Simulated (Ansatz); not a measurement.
`CC=C=N` → `[CH2]` (triplet) + `C=C=N` at 298.15 K and 1 bar (formal loss of a carbene).

Program: Ansatz. Geometries: PBE0-D4/def2-TZVP. ΔE: electronic, gas phase. CCSD(T)/CBS is the MP2 limit (def2-TZVPP, def2-QZVPP) plus CCSD(T) − MP2 in def2-TZVPP, frozen cores. This one scheme is used for every species. Triplets are unrestricted, without spin–orbit coupling. One conformer a species, not always the lowest.

```json
{"species": "`CC=C=N`", "CCSD(T)/CBS energy (Eh)": "-171.81187", "H − E (kJ/mol)": "207.0", "S (J/(mol·K))": "286.8"}
{"species": "`[CH2]` (triplet)", "CCSD(T)/CBS energy (Eh)": "-39.09499", "H − E (kJ/mol)": "55.4", "S (J/(mol·K))": "195.3"}
{"species": "`C=C=N`", "CCSD(T)/CBS energy (Eh)": "-132.55079", "H − E (kJ/mol)": "127.2", "S (J/(mol·K))": "249.7"}
```

H − E and S are ideal-gas, rigid-rotor, harmonic terms from PBE0-D4/def2-TZVP, for one conformer and one mirror image of each species, with the whole ground term of open shells counted as degenerate. 1 Eh = 2625.50 kJ/mol, R = 8.31446 J/(mol·K).

By hand: ΔE, ΔH, ΔS and ΔG.

ΔE = (-39.09499) + (-132.55079) − (-171.81187) = 0.16609 Eh = 436.1 kJ/mol. Δ(H − E) = 55.4 + 127.2 − 207.0 = -24.4, so ΔH = 411.7 kJ/mol. ΔS = 195.3 + 249.7 − 286.8 = 158.2 J/(mol·K). ΔG = 411.7 − 298.15 × (158.2)/1000 = 364.5 kJ/mol.

By hand: the equilibrium constant, and the temperature at which ΔG would vanish if ΔH and ΔS stayed fixed.

log₁₀ K = −ΔG/(RT ln 10) = -63.9. ΔG = 0 at ΔH/ΔS = 2602 K, far beyond where these terms or the molecules hold.

The number of gas molecules changes by +1, which sets the sign of ΔS. A doubt of 5 kJ/mol in ΔE shifts log₁₀ K by 0.9 here. Other conformers and mirror images would add mixing entropy, several J/(mol·K) or more a flexible species. A triplet takes part, so the spin changes. These are equilibria of isolated gas molecules and say nothing of rates. Largest T1 diagnostic: 0.015 (customary marks: 0.02 for closed shells, 0.045 for open ones).
